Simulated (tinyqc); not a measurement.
Worked calculation: extended Hueckel theory, for PH3. One step of it, computed by the program tinyqc.

Task: Wolfsberg-Helmholz matrix. H_ij = K' S_ij (H_ii + H_jj)/2 for i != j (the diagonal keeps H_ii), with K' = K + D^2 + D^4 (1 - K), D = (H_ii - H_jj)/(H_ii + H_jj), K = 1.75.

overlap S, lower triangle:
```
           1P 3s     1P 3px     1P 3py     1P 3pz     2H 1s     3H 1s     4H 1s
1P 3s   1.000000
1P 3px  0.000000   1.000000
1P 3py  0.000000   0.000000   1.000000
1P 3pz  0.000000   0.000000   0.000000   1.000000
2H 1s   0.381086   0.519805   0.000000  -0.140920  1.000000
3H 1s   0.380980  -0.259830   0.450149  -0.140881  0.048904  1.000000
4H 1s   0.380980  -0.259830  -0.450149  -0.140881  0.048904  0.048865  1.000000
```

diagonal H_ii (eV): 1P 3s -18.600000, 1P 3px -14.000000, 1P 3py -14.000000, 1P 3pz -14.000000, 2H 1s -13.600000, 3H 1s -13.600000, 4H 1s -13.600000

K = 1.750000

Give: H.

Result:

H (eV), lower triangle:
```
          1P 3s   1P 3px   1P 3py   1P 3pz    2H 1s    3H 1s    4H 1s
1P 3s   -18.600
1P 3px    0.000  -14.000
1P 3py    0.000    0.000  -14.000
1P 3pz    0.000    0.000    0.000  -14.000
2H 1s   -10.882  -12.555    0.000    3.404  -13.600
3H 1s   -10.879    6.276  -10.872    3.403   -1.164  -13.600
4H 1s   -10.879    6.276   10.872    3.403   -1.164   -1.163  -13.600
```
